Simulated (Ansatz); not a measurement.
The same path of CH3ClSi (6 atoms, charge 0, multiplicity 1) was run twice with different band settings. The coordinate that changes most is the dihedral H4–C1–Si2–Cl3.

The calculation used Ansatz 0.2.0, RKS PBE/cc-pVDZ.

Relaxed end points:

```xyz
6
Properties=species:S:1:pos:R:3
C -0.429 0.383 -0.181
Si 0.235 -0.639 1.304
Cl 1.890 -1.577 0.309
H 0.352 1.092 -0.537
H -1.336 0.959 0.099
H -0.670 -0.282 -1.040
```

```xyz
6
Properties=species:S:1:pos:R:3
C -0.291 0.469 -0.244
Si 1.188 -0.040 0.869
Cl 0.945 -2.170 0.739
H -0.357 1.572 -0.347
H -1.244 0.091 0.190
H -0.199 0.014 -1.254
```

Common settings: movable images 7; climbing image yes; spring 5.0 eV/Å²; optimiser quadratic models (default); start path through a guess of the saddle point; iteration limit 60; end points relaxed.

| run | force threshold |
| --- | --- |
| 1 | 0.05 eV/Å |
| 2 | 0.5 eV/Å |

(1) What does each run give, and how far can it be trusted?

Results:

(1) Run 1: converged after 5 iterations, highest image 0.013 eV above the first end. A vibrational analysis at the climbing image gives one clearly imaginary mode, 80i cm⁻¹: a first-order saddle point.
Run 2: converged after 3 iterations, highest image 0.023 eV above the first end. The threshold of 0.5 eV/Å is loose, so the images may lie well off the minimum-energy path. The order of the stationary point at the top wasn't checked.
